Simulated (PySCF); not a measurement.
C4H8, SMILES `C1CCC1` (charge 0, multiplicity 1)

Calculation: PBE0-D3(BJ)/def2-TZVP run with PySCF 2.14.0.

```
Item                                   Result
-------------  ------------------------------
HOMO                                 -8.57 eV
dipole moment                          0.00 D
HOMO–LUMO gap                         9.96 eV
LUMO                                  1.39 eV
total energy                     -157.0775 Ha
cost           around 50 core-seconds (rough)
```

Bond lengths (Å): C1–C2 1.541, C1–C4 1.541, C1–H5 1.093, C1–H6 1.091, C2–C3 1.541, C2–H7 1.093, C2–H8 1.091, C3–C4 1.541, C3–H9 1.091, C3–H10 1.093, C4–H11 1.091, C4–H12 1.093. Bond angles (°): C2–C1–C4 88.3, C2–C1–H5 111.3, C2–C1–H6 118.1, C4–C1–H5 111.3, C4–C1–H6 118.1, H5–C1–H6 108.6, C1–C2–C3 88.3, C1–C2–H7 111.3, C1–C2–H8 118.1, C3–C2–H7 111.3, C3–C2–H8 118.1, H7–C2–H8 108.6, C2–C3–C4 88.3, C2–C3–H9 118.1, C2–C3–H10 111.3, C4–C3–H9 118.1, C4–C3–H10 111.3, H9–C3–H10 108.6, C1–C4–C3 88.3, C1–C4–H11 118.1, C1–C4–H12 111.3, C3–C4–H11 118.1, C3–C4–H12 111.3, H11–C4–H12 108.6.
Charge 0, spin multiplicity 1.
